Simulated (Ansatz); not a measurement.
# C3H8FN: how energies converge with the basis set

The task here is to estimate one member of a computed series from the others.

Program: Ansatz 0.2.0, Gaussian basis. Level of theory: one geometry, several basis sets. These are calculated values, not measurements.

Levels to be run: PBE0-D4/def2-SVP; ωB97M-V/def2-SVP; PBE0-D4/def2-QZVPP; ωB97M-V/def2-QZVPP; the functionals' def2-TZVPP values are taken from earlier runs.

## The relaxed structure

An earlier PBE0-D4 in a triple-zeta def2 set relaxation fixed the geometry.

SMILES `NCCCF`, 13 atoms, charge 0, spin multiplicity 1.

Atoms are counted from 1 here; the program's logs count them from 0.

Bond lengths: N1–C2 1.453 Å, N1–H6 1.013 Å, N1–H7 1.012 Å, C2–C3 1.518 Å, C2–H8 1.103 Å, C2–H9 1.095 Å, C3–C4 1.507 Å, C3–H10 1.096 Å, C3–H11 1.093 Å, C4–F5 1.384 Å, C4–H12 1.095 Å, C4–H13 1.095 Å. Angles: C2–N1–H6 110.3°, C2–N1–H7 110.8°, H6–N1–H7 106.9°, N1–C2–C3 110.3°, N1–C2–H8 113.7°, N1–C2–H9 107.8°, C3–C2–H8 109.1°, C3–C2–H9 109.3°, H8–C2–H9 106.5°, C2–C3–C4 112.0°, C2–C3–H10 109.8°, C2–C3–H11 109.3°, C4–C3–H10 108.7°, C4–C3–H11 109.8°, H10–C3–H11 107.2°, C3–C4–F5 110.3°, C3–C4–H12 111.5°, C3–C4–H13 111.3° and more.

Geometry (Å):

```
N    -0.79370    1.40805    1.27135
C    -0.32543    0.82797    0.02373
C     0.10609   -0.61080    0.24116
C     0.54634   -1.26861   -1.04106
F     0.96215   -2.56607   -0.79677
H    -0.04018    1.44482    1.94742
H    -1.10798    2.35932    1.12910
H     0.50296    1.38718   -0.44206
H    -1.15652    0.85263   -0.68950
H     0.93587   -0.64521    0.95623
H    -0.72201   -1.17358    0.67981
H     1.38609   -0.73465   -1.49863
H    -0.27338   -1.31584   -1.76589
```

Set-up of the first run:

in.yaml

```yaml
crystal:
  periodic: [false, false, false]
  atoms:
    - {symbol: N, position_ang: [-0.793702, 1.408049, 1.271347]}
    - {symbol: C, position_ang: [-0.325432, 0.827974, 0.023731]}
    - {symbol: C, position_ang: [0.106094, -0.610803, 0.241157]}
    - {symbol: C, position_ang: [0.546338, -1.268609, -1.041055]}
    - {symbol: F, position_ang: [0.962153, -2.566074, -0.796766]}
    - {symbol: H, position_ang: [-0.040185, 1.444816, 1.947420]}
    - {symbol: H, position_ang: [-1.107977, 2.359323, 1.129097]}
    - {symbol: H, position_ang: [0.502959, 1.387180, -0.442056]}
    - {symbol: H, position_ang: [-1.156524, 0.852631, -0.689496]}
    - {symbol: H, position_ang: [0.935874, -0.645212, 0.956226]}
    - {symbol: H, position_ang: [-0.722009, -1.173582, 0.679815]}
    - {symbol: H, position_ang: [1.386094, -0.734652, -1.498626]}
    - {symbol: H, position_ang: [-0.273382, -1.315840, -1.765893]}
basis:
  gaussian: {orbitals: def2-SVP}
hamiltonian: {xc: pbe0, dispersion: d4}
output: {orbitals: {seedname: orbitals}}
```

Launch:

```bash
ansatz run in.yaml --threads 4 --pin off --events-out ev --progress --plain --max-ram 10444MiB
```

Steps of the session up to this table: PBE0-D4 in def2-SVP; ωB97M-V in def2-SVP; PBE0-D4 in def2-QZVPP; ωB97M-V in def2-QZVPP.

One of the session's tables, all rows but one given; the rest of the session is left out.

It belongs to the step «Density functionals: the series». 

```
functional       basis  HOMO (eV)  LUMO (eV)
   PBE0-D4    def2-SVP      -6.77       1.69
   PBE0-D4  def2-TZVPP          ?          ?
   PBE0-D4  def2-QZVPP      -7.12       0.57
   ωB97M-V    def2-SVP      -9.21       3.33
   ωB97M-V  def2-TZVPP      -9.50       2.36
   ωB97M-V  def2-QZVPP      -9.55       1.74
```

Q: Estimate the row for PBE0-D4, def2-TZVPP from the others.

The run gave: HOMO (eV): -7.06; LUMO (eV): 0.97. In the column «HOMO (eV)» it lies between PBE0-D4, def2-QZVPP (-7.12) and PBE0-D4, def2-SVP (-6.77).
